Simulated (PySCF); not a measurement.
Molecule: `F[SiH3]`, FH3Si.

Numbering as in the mapped SMILES `[F:1][SiH3:2]`; H(Xn) means a hydrogen on atom n.

Geometry PBE0-D3(BJ)/def2-SVP throughout; GIAO in PySCF 2.14.0 with density-fitted response routines, gas phase, one conformer, non-relativistic; equivalent atoms averaged; functional PBE0.

(1) How do the shifts δ (against CFCl3, TMS at the same level) depend on the basis set? (ppm; last column core-seconds on shared hosts with different chips, so compare them loosely)

(2) Which nucleus moves most, in ppm?

(3) Taking the largest basis, pcSseg-2 (121 functions), as the yardstick, rank the others by their worst heavy-atom deviation.

## Answers

(1) 
```tsv
basis set	functions	F1	Si2	H(Si2)	core-s
STO-3G	17	-250.1	-39.6	2.35	0.77
6-31G	28	-281.3	23.3	5.33	1.3
pcSseg-1	56	-242.9	-10.7	5.13	2.2
pcSseg-2	121	-235.0	-16.2	5.21	3
```

(2) Si2 (silicon bonded to F, 3 H): from -39.6 ppm with STO-3G to 23.3 ppm with 6-31G. The smallest spread is 2.97 ppm, at H(Si2).

(3) pcSseg-1 7.8 ppm (56 functions), STO-3G 23.4 ppm (17 functions), 6-31G 46.3 ppm (28 functions).

A small basis that lands close on one nucleus may do so by chance; judge by the trend and by all nuclei.
